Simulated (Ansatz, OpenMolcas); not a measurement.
## OF2 (oxygen difluoride): the vertical energy of the triplet above the singlet from total energies

The species is OF2 (3 atoms), meant as a singlet with charge 0. SMILES: `FOF`. The coordinates come from a PBE0-D4/def2-TZVP relaxation.

```xyz
3

F     0.9533   -0.3400    0.4883
O     0.0005    0.5639    0.0620
F    -0.9538   -0.2240   -0.5503
```

Both states at this one shape; open shells run unrestricted unless said. 1 Eh = 27.2114 eV.

| level | program | singlet OF2 (Eh) | triplet OF2 (Eh) |
| --- | --- | --- | --- |
| HF/cc-pVTZ, open shells restricted | OpenMolcas | -273.562230 | -273.425664 |
| PBE/STO-3G | Ansatz | -270.574012 | -270.432182 |

Problem. Work out the vertical gap, second state less first, at each level.

Solution. 
1. HF/cc-pVTZ, open shells restricted: -273.425664 − (-273.562230) = 0.136566 Eh = 3.72 eV.
2. PBE/STO-3G: -270.432182 − (-270.574012) = 0.141830 Eh = 3.86 eV.

No measured value is set beside it here; the levels span 3.72 to 3.86 eV. Hartree–Fock favours the state with fewer electron pairs, since it lacks pair correlation. Minimal sets are far from the basis-set limit.
